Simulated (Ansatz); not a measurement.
Cobalt, hcp: convergence with Gaussian smearing

Computed with Ansatz, PBE, scalar-relativistic PAW, on the relaxed cell (a = 2.494 Å, c = 4.028 Å (c/a = 1.615); ferromagnetic, net 1.61 μB per atom). Errors count from a run at 420 eV on a Γ-centred 24×24×13 mesh with Fermi-Dirac smearing of 0.05 eV, extrapolated to zero width. Fixed here: cutoff 420 eV, mesh 14×14×8.

```json
{"width (eV)": "0.01", "E(σ→0) error (meV/atom)": "3.2", "F error (meV/atom)": "3.2", "P (GPa)": "-0.03", "sphere moment (μB)": "1.67", "SCF iterations": "17"}
{"width (eV)": "0.03", "E(σ→0) error (meV/atom)": "3.2", "F error (meV/atom)": "3.0", "P (GPa)": "-0.09", "sphere moment (μB)": "1.67", "SCF iterations": "20"}
{"width (eV)": "0.1", "E(σ→0) error (meV/atom)": "3.1", "F error (meV/atom)": "0.6", "P (GPa)": "-0.10", "sphere moment (μB)": "1.66", "SCF iterations": "15"}
{"width (eV)": "0.2", "E(σ→0) error (meV/atom)": "2.9", "F error (meV/atom)": "-6.8", "P (GPa)": "0.21", "sphere moment (μB)": "1.67", "SCF iterations": "14"}
{"width (eV)": "0.3", "E(σ→0) error (meV/atom)": "2.7", "F error (meV/atom)": "-18.7", "P (GPa)": "0.53", "sphere moment (μB)": "1.68", "SCF iterations": "13"}
{"width (eV)": "0.6", "E(σ→0) error (meV/atom)": "18.1", "F error (meV/atom)": "-91.1", "P (GPa)": "0.88", "sphere moment (μB)": "1.58", "SCF iterations": "17"}
{"width (eV)": "1.0", "E(σ→0) error (meV/atom)": "104.2", "F error (meV/atom)": "-332.0", "P (GPa)": "-0.66", "sphere moment (μB)": "0.82", "SCF iterations": "18"}
```
